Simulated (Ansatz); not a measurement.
A made-up structure of MgSiH2Cl (charge +1), closed shell:

```tsv
atom	x (Å)	y (Å)	z (Å)
Si1	-0.9408	0.4187	-0.5129
Mg2	1.2601	-0.5615	0.6873
Cl3	0.2061	-1.2286	-1.2255
H4	-1.1522	1.8212	-0.9561
H5	-2.1708	-0.3417	-0.8552
```

It is relaxed with PBE-D4/def2-SVP and then PBE0-D4/def2-TZVP (Ansatz 0.2.0). Atoms count as bonded within 1.22 times the sum of their covalent radii (H–H: 0.88 Å). The end point is not checked to be a true minimum.

Does its bonding change? (Judge from chemistry; the calculation decides.)

The calculation gives: No: no bond forms or breaks.

Where it ends: The first stage lowers the energy by 0.95 eV in 8 steps. It ends as MgSiH₂Cl ([Mg]1[SiH2][Cl]1), total charge +1:
Si1  (-0.961, 0.343, -0.450)
Mg2  (0.954, -0.551, 0.800)
Cl3  (0.422, -1.002, -1.555)
H4  (-0.929, 1.635, -1.169)
H5  (-2.284, -0.317, -0.489)
(Å)

Labels in which every atom is bracketed show which atoms are joined, not bond orders.

For scale, one of the runs: PBE0-D4/def2-TZVP relaxation, 118 basis functions, launched by `ansatz run in.yaml --threads 2 --pin off --events-out ev --progress --plain --max-ram 4352MiB`. The run took about 18 s on 2 CPU threads of an Arm Neoverse V1 (shared host).
